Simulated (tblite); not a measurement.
Species: C₄H₅FS.
Atom-mapped SMILES: `[CH3:1][S:2][C:3]1=[C:4]([F:5])[CH2:6]1` (hydrogens: H7, H8, H9 on C1; H10, H11 on C6)

Cartesian coordinates in Å at the GFN2-xTB level; atoms count from 1:
```
atom  x, y, z in Å
C1    -2.0351    0.4067   -0.3677
S2    -1.0512   -1.1211   -0.4785
C3     0.4630   -0.4795   -0.0042
C4     1.2271    0.5033    0.3727
F5     1.3777    1.7843    0.6769
C6     1.9280   -0.8052    0.2572
H7    -2.0165    0.7720    0.6545
H8    -3.0481    0.1485   -0.6582
H9    -1.6245    1.1480   -1.0464
H10    2.5875   -0.9958   -0.5832
H11    2.1973   -1.3586    1.1509
```

Method: GFN2-xTB as coded in tblite; computed harmonic values from a numerical Hessian at the method's own geometry, unscaled. Errors from tens to a few hundred cm⁻¹ against measured bands are possible. One conformer, not necessarily the lowest.

Harmonic wavenumbers (cm⁻¹): 69.0, 111.2, 113.4, 225.9, 279.1, 281.1, 392.9, 593.6, 721.6, 730.8, 943.3, 955.9, 965.5, 1046.2, 1048.9, 1139.0, 1211.7, 1314.6, 1440.6, 1443.3, 1486.6, 1947.2, 3000.8, 3015.5, 3037.0, 3042.9, 3064.4.

A = 4972, B = 1950, C = 1427 MHz; mass 104.010 u (most abundant isotopes); point group Cs, symmetry number 1.

Task: Zero-point energy?

Result: ½Σν̃ = 16811 cm⁻¹ = 48.06 kcal/mol.

Task: What is S at 350 K and 1 bar for an ideal gas of classical rigid rotors and harmonic oscillators?

Result: Translation 40.66, rotation 28.02, vibration 21.36: S = 90.0 cal/(mol K).

Task: And Cp and H(350 K) − H(0)?

Result: Cp = 28.58 cal/(mol K), of which vibrations give 20.63 (their classical limit is 27 R = 53.7); H(350 K) − H(0) = 6.65 kcal/mol without the zero-point energy, 3.87 from vibrations.

Task: Blend soft modes into free rotors: weight 1/[1 + (100 cm⁻¹/ν̃)⁴] for the oscillator and the rest for a rotor with moment μB/(μ + B), μ = h/(8π²ν), B = 10⁻⁴⁴ kg m². What vibrational entropy results?

Result: 19.97 cal/(mol K) in place of 21.36, which changes −T·S at 350 K by +0.49 kcal/mol.

Task: Which modes carry the vibrational entropy at 350 K?

Result: 69.0 cm⁻¹: 4.50; 111.2 cm⁻¹: 3.56; 113.4 cm⁻¹: 3.52; 225.9 cm⁻¹: 2.20; 279.1 cm⁻¹: 1.82; 281.1 cm⁻¹: 1.81 cal/(mol K); the other 21 give 3.95 together.

Hindered rotation and anharmonicity are outside this model. Other conformers, if any are populated, would add a mixing term that is left out.

On Arm Neoverse N1, one thread, shared host with 64 logical CPUs at a one-minute load of 21, this took 0.34 s. This covers the Hessian and the dipole derivatives.
